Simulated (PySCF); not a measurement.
Species: C6H6.
Bonds: C1–C2 (aromatic), C2–C3 (aromatic), C3–C4 (aromatic), C4–C5 (aromatic), C5–C6 (aromatic), C1–C6 (aromatic). Hydrogens: H7 on C1; H8 on C2; H9 on C3; H10 on C4; H11 on C5; H12 on C6.

Method: PBE0-D3(BJ)/def2-TZVP geometry optimisation, gas phase in PySCF; density fitting, grid level 2; the optimiser is geomeTRIC in internal coordinates, started from a GFN2-xTB structure with every atom displaced at random (about 0.01 Å).

Step 4: E = -6314.5113 eV
```
atom  x, y, z in Å  |  force x, y, z in eV/Å
C1      0.3427    0.6683   -1.1755   -0.001  -0.053   0.007
C2      0.8390   -0.5992   -0.9146    0.136  -0.093  -0.155
C3      0.5024   -1.2699    0.2518    0.009  -0.198   0.007
C4     -0.3540   -0.6871    1.1722    0.300   0.335  -0.209
C5     -0.8349    0.5870    0.9055   -0.408   0.108   0.325
C6     -0.5040    1.2645   -0.2573    0.055  -0.019   0.042
H7      0.6152    1.1886   -2.0863    0.014  -0.024  -0.010
H8      1.5025   -1.0692   -1.6310    0.025  -0.030   0.004
H9      0.9090   -2.2564    0.4420    0.020  -0.022  -0.023
H10    -0.5882   -1.1841    2.1062   -0.099  -0.030  -0.063
H11    -1.5006    1.0589    1.6186   -0.010   0.045   0.045
H12    -0.8901    2.2608   -0.4402   -0.041  -0.019   0.031
```

Step 5: E = -6314.5064 eV
```
atom  x, y, z in Å  |  force x, y, z in eV/Å
C1      0.3455    0.6544   -1.1730    0.034   0.023  -0.095
C2      0.8536   -0.6131   -0.9398   -0.214   0.205   0.292
C3      0.4890   -1.2556    0.2344    0.316  -0.499   0.113
C4     -0.3469   -0.6677    1.1719    0.002   0.155  -0.094
C5     -0.8530    0.6010    0.9311    0.125  -0.159  -0.147
C6     -0.5031    1.2431   -0.2470   -0.145   0.365  -0.044
H7      0.6183    1.1888   -2.0757   -0.045   0.037  -0.005
H8      1.5343   -1.0793   -1.6437   -0.068  -0.022   0.032
H9      0.8970   -2.2389    0.4367   -0.027  -0.078   0.026
H10    -0.5920   -1.1850    2.0914    0.005  -0.074  -0.018
H11    -1.5069    1.0815    1.6505    0.013   0.005  -0.041
H12    -0.8968    2.2332   -0.4455    0.005   0.042  -0.019
```

Step 6: E = -6314.5239 eV
```
atom  x, y, z in Å  |  force x, y, z in eV/Å
C1      0.3420    0.6595   -1.1714   -0.002  -0.002  -0.011
C2      0.8457   -0.6100   -0.9276   -0.030   0.068   0.090
C3      0.4956   -1.2734    0.2402    0.137  -0.063   0.024
C4     -0.3424   -0.6705    1.1662   -0.012   0.070   0.013
C5     -0.8469    0.5996    0.9216    0.039  -0.071  -0.071
C6     -0.5077    1.2583   -0.2517   -0.020   0.068  -0.005
H7      0.6185    1.1876   -2.0770   -0.022  -0.002  -0.007
H8      1.5250   -1.0727   -1.6344   -0.040  -0.017  -0.014
H9      0.9041   -2.2575    0.4411   -0.038  -0.019  -0.003
H10    -0.5920   -1.1826    2.0880   -0.021  -0.036  -0.009
H11    -1.5001    1.0754    1.6441   -0.002  -0.004  -0.008
H12    -0.9030    2.2486   -0.4476    0.011   0.007   0.000
```

Q: Estimate the geometry and energy of step 7. (The exact step hangs on the optimiser's Hessian estimate; all steps are aligned on step 6, rigid shifts and turns removed.)

A: E = -6314.5262 eV, largest force 0.085 eV/Å
```
atom  x, y, z in Å  |  force x, y, z in eV/Å
C1      0.3434    0.6631   -1.1709    0.004  -0.004   0.004
C2      0.8487   -0.6044   -0.9203    0.013  -0.004  -0.003
C3      0.5090   -1.2697    0.2491    0.007  -0.044   0.006
C4     -0.3383   -0.6706    1.1700    0.027   0.040  -0.044
C5     -0.8422    0.5973    0.9172   -0.053   0.019   0.063
C6     -0.5027    1.2645   -0.2508   -0.001  -0.008  -0.005
H7      0.6101    1.1832   -2.0840    0.000  -0.003   0.000
H8      1.5112   -1.0751   -1.6377   -0.001  -0.003  -0.001
H9      0.9054   -2.2600    0.4428    0.004   0.000  -0.003
H10    -0.6023   -1.1889    2.0854   -0.002   0.006  -0.021
H11    -1.5044    1.0680    1.6353    0.002   0.004  -0.002
H12    -0.8990    2.2548   -0.4447    0.000  -0.003   0.006
```

The energy changes by -0.0023 eV. The first-order estimate −F·Δx gives -0.0052 eV and the mean of the old and new forces, exact on a quadratic surface, -0.0023 eV. The step makes an angle of 55° with the force vector and moves no atom by more than 0.016 Å.

The cost below is that of the whole optimisation. Time: 5.4 min wall, 11 min CPU; peak memory 1.2 GiB. Hardware: 2 threads of an AMD EPYC, shared host with 64 logical CPUs at a one-minute load of 64.
